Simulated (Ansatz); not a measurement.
```yaml
crystal:
  periodic: [false, false, false]
  atoms:
    - {symbol: Fe, position_ang: [0.000000, 0.000000, 0.000000]}
    - {symbol: Ge, position_ang: [0.000000, 0.000000, 2.520000]}
basis:
  gaussian: {orbitals: def2-TZVP}
magnetization: {spin_polarized: true, initial_magnetization: 2}
hamiltonian: {xc: pbe0}
relax: {f_tol: 0.004, max_steps: 80}
```

```sh
$ ansatz run in.yaml --threads 1 --pin off --events-out ev --progress --plain --max-ram 2176MiB
```

Steps of the relaxation (energy above the last step; positions in Å, forces in eV/Å):

```
2
step 1, 132.7 meV
Fe    0.000    0.000    0.000    0.000    0.000    1.112
Ge    0.000    0.000    2.520    0.000    0.000   -1.112
```

```
2
step 2, 7.9 meV
Fe    0.000    0.000    0.081    0.000    0.000    0.334
Ge    0.000    0.000    2.439    0.000    0.000   -0.334
```

```
2
step 3, 0.9 meV
Fe    0.000    0.000    0.097    0.000    0.000    0.119
Ge    0.000    0.000    2.423    0.000    0.000   -0.119
```

```
2
step 5, 0.0 meV
Fe    0.000    0.000    0.104    0.000    0.000    0.000
Ge    0.000    0.000    2.416    0.000    0.000    0.000
```

Close pairs at the end: Fe1–Ge2 2.311 Å.

A stationary point of unrestricted PBE0 after 5 steps, with ⟨S²⟩ = 3.516 against 2.00 for a pure state. 94 s on 1 thread of Intel Xeon Platinum 8375C, shared host.
